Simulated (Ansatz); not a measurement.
# Copper, fcc: convergence with Gaussian smearing

Computed with Ansatz, r²SCAN, scalar-relativistic PAW, on the relaxed cell (a = 3.576 Å; spin not included). Errors count from a run at 500 eV on a Γ-centred 25×25×25 mesh with Fermi-Dirac smearing of 0.1 eV, extrapolated to zero width. Fixed here: cutoff 500 eV, mesh 15×15×15. The SCF starts from atomic densities corrected by a trained network.

| width (eV) | E(σ→0) error (meV/atom) | F error (meV/atom) | P (GPa) | SCF iterations |
| --- | --- | --- | --- | --- |
| 0.03 | 0.3 | 0.1 | -0.18 | 7 |
| 0.1 | 0.0 | -0.7 | -0.17 | 7 |
| 0.2 | 0.0 | -3.1 | -0.07 | 7 |
| 0.3 | -0.4 | -6.9 | 0.01 | 7 |
| 0.6 | -0.1 | -26.1 | 0.24 | 7 |
| 1.0 | 5.5 | -74.1 | 0.78 | 6 |

What does the run at 0.01 give (width)?

E(σ→0) error (meV/atom): 0.3; F error (meV/atom): 0.3; P (GPa): -0.16; SCF iterations: 7.
